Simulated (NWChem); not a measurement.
# Polarisability of phosphine (H₃P)

SMILES: P
```xyz
4

P     -0.1302    -0.0034     0.0000
H      0.6666    -0.5810     1.0357
H      0.6666    -0.5810    -1.0357
H      0.6204     1.2123     0.0000
```
Charge 0, spin multiplicity 1.

Program: NWChem. The geometry was optimised at PBE0/def2-SVP, a minimum by its harmonic frequencies.

Basis set: Sadlej pVTZ. Static limit.

```
method                isotropic polarisability (bohr³)  difference from CCSD linear response
--------------------  --------------------------------  ------------------------------------
HF                                               30.16                                 -0.68
PBE                                              32.08                                 +1.24
B3LYP                                            31.52                                 +0.68
PBE0                                             31.16                                 +0.32
CCSD linear response                             30.84                                  0.00
```

The values span 1.92 bohr³, from HF (lowest) to PBE (highest). 

The correlated methods keep 5 core orbitals frozen. B3LYP has NWChem's definition, with VWN1-RPA local correlation. Coupled-cluster values serve here as a point of comparison, not as the truth.
